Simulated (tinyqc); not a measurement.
Orbital energy against energy difference: ionisation energy by orbital energies and by energy differences in the 6-31g basis, for HF, spin multiplicity 1. Computed by the program tinyqc with PySCF. 

Geometry (angstrom):
```
atom       x       y       z
F     0.0000  0.0000  0.0000
H     0.0000  0.0000  0.8530
```

CCSD(T) difference in the same basis = 15.5605 eV

IP-EOM-CCSD = 15.2545 eV

The cation is unrestricted; errors are against CCSD(T) in this basis, not against experiment.

First vertical ionisation energy (eV):
```
method     -e(HOMO)  E(cation) - E  error of -e(HOMO)  error of the difference
HF           17.331       14.53115              1.770                   -1.029
LDA           8.450       16.38997             -7.111                    0.829
PBE           8.338       15.98866             -7.223                    0.428
B3LYP        10.426       16.06216             -5.134                    0.502
PBE0         10.877       15.94456             -4.684                    0.384
CAM-B3LYP    12.379       16.05120             -3.182                    0.491
LC-wPBE      13.707       16.11127             -1.854                    0.551
```

Koopmans errs by +1.77 eV and Delta-HF by -1.03 eV: relaxation, 2.80 eV, lowers the value and the missing correlation difference works against it. The PBE level is off by -7.2 eV through the wrong tail of its potential, though its energy difference is off by +0.43 eV; exact exchange deepens the level, and among the orbital energies HF comes closest; among the differences PBE0 does.
